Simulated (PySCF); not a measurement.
An unknown is described by computed data only.

Formula: C4H6O.

| Item | Value |
| --- | --- |
| Dipole | 1.55 D [PBE0/pcSseg-1] |
| Rotational structure | rotational constants A, B, C: 36.509, 2.296, 2.223 GHz [GFN2-xTB] |
| 1H NMR | chemical shifts (computed TMS as zero) by class: 6.52 (1 H), 5.67 (2 H), 3.68 (3 H) ppm [GIAO PBE0/pcSseg-1] |
| NMR, other nuclei | isotropic shieldings of nuclei other than C and H, by class: 289 (1 O) ppm [GIAO PBE0/pcSseg-1] |
| 13C NMR | chemical shifts (computed TMS as zero) by class: 216.6 (1 C), 129.8 (1 C), 93.5 (1 C), 60.1 (1 C) ppm [GIAO PBE0/pcSseg-1] |

The electronic properties come from PySCF, for the isolated species, density fitting. Levels stand in brackets. One conformer (not necessarily the lowest) at the GFN2-xTB geometry, without solvent, vibrations or thermal averaging. NMR values are class means; diastereotopic atoms form classes of their own.

Problem. What is the compound? Reason from the data.

Solution. Numbering: `[CH2:1]=[C:2]=[CH:3][O:4][CH3:5]`. Its formula, C4H6O, gives 2 degrees of unsaturation: 0 rings and 2 π bonds in the structure found. 4 carbons fall into 4 classes; from least to most shielded: central carbon of cumulated double bonds [C2] (216.6 ppm), outer carbon of cumulated double bonds [C3] (129.8 ppm), outer carbon of cumulated double bonds [C1] (93.5 ppm), methoxy carbon [C5] (60.1 ppm). Hydrogen classes from least to most shielded: 1 H on an outer carbon of cumulated double bonds, C3 (6.52 ppm), 2 H on an outer carbon of cumulated double bonds, C1 (5.67 ppm), 3 H on a methoxy carbon, C5 (3.68 ppm). The other shieldings belong to: 289 ppm, ether oxygen [O4]. By its constants the optimised geometry is an asymmetric top. Structure: `C=C=COC`. Computed isomers that give other values at the same levels: `C=COC=C` (13C chemical shifts (computed TMS as zero) by class: 157.8 (2 C), 96.4 (2 C) ppm). The assignments are read from this structure; whether some other isomer fits the data as well wasn't checked.

Shape of the structure used: `[CH2:1]=[C:2]=[CH:3][O:4][CH3:5]`: C2–C3–O4–C5 178°.
